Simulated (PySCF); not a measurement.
Compound: 2-chloroethyl methyl ether, C3H7ClO.
Numbering: `[CH3:1][O:2][CH2:3][CH2:4][Cl:5]` (hydrogens: H6, H7, H8 on C1; H9, H10 on C3; H11, H12 on C4)

A PySCF run (density fitting, gas phase, GFN2-xTB geometry) gave HOMO -9.66 eV, LUMO 2.75 eV, dipole 2.07 D and E = -653.834 Eh.

Question: Which of these levels was it?
A. wB97X-D/pcSseg-1
B. OPBE/3-21G
C. PBE0/def2-SVPD
D. PBE0/pcSseg-1

Answer: A. It is wB97X-D/pcSseg-1. All candidates on this geometry:

```tsv
level and settings	kind	basis functions	SCF cycles	E (Eh)	HOMO (eV)	LUMO (eV)	dipole (D)
OPBE/3-21G	GGA	63	14	-650.5371	-5.61	0.18	2.19
PBE0/def2-SVPD	global hybrid	166	14	-653.2960	-7.83	0.48	1.92
PBE0/pcSseg-1	global hybrid	127	12	-653.5193	-7.71	0.91	2.01
wB97X-D/pcSseg-1, grid level 1, energy threshold 1e-07 Eh	range-separated hybrid	127	8	-653.8336	-9.66	2.75	2.07
```

The nearest other candidate, by the summed differences of HOMO and LUMO, is PBE0/pcSseg-1: its HOMO differs by +1.95 eV and its LUMO by -1.84 eV. wB97X-D ran without the empirical dispersion term, which would shift the total energy alone. Cycle counts include a coarse-grid stage where the run had one.

The values belong to the conformer `[CH3:1][O:2][CH2:3][CH2:4][Cl:5]`: C1–O2–C3–C4 180°, O2–C3–C4–Cl5 180°.
